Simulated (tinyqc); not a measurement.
Worked calculation: RKS/LDA (VWN5) in the sto-6g basis, for H2F+, spin multiplicity 1. One step of it, computed by the program tinyqc.

Task: Iteration 2: DIIS coefficients. Solve [B -1; -1 0][c; lambda] = [0; -1] for the coefficients, which sum to one.

B (overlaps of the stored error matrices):
```
                1               2
1   1.8900635e+00  -2.7922538e+00
2  -2.7922538e+00   6.6070782e+00
```

Give: DIIS coefficients.

Result:

DIIS coefficients: 0.667  0.333
